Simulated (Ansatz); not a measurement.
The input, for Ansatz 0.2.0:

```yaml
crystal:
  periodic: [false, false, false]
  atoms:
    - {symbol: Al, position_ang: [0.000000, -0.731650, 2.134388]}
    - {symbol: Ga, position_ang: [0.000000, 0.600560, 0.041906]}
    - {symbol: Cl, position_ang: [0.000000, -0.685503, -1.702572]}
    - {symbol: H, position_ang: [0.000000, 2.154230, -0.148441]}
basis:
  gaussian: {orbitals: cc-pVDZ}
magnetization: {spin_polarized: false, initial_magnetization: 2}
correlation: {method: sc_nevpt2, electrons: valence, active_space: {window: {electrons: 4, orbitals: 4}, places: [1, 2]}}
```

```sh
$ ansatz run in.yaml --threads 1 --pin off --events-out ev --progress --plain --max-ram 2393MiB
```

(1) One thing in this input was set wrong on purpose, beside settings that are merely unusual. What is the gravest fault, and what does the program do?

Answers

(1) Two definitions of the active space. How the run ends: refused.
```
Error: invalid value for `correlation.active_space`: name one of window, places and ras
```
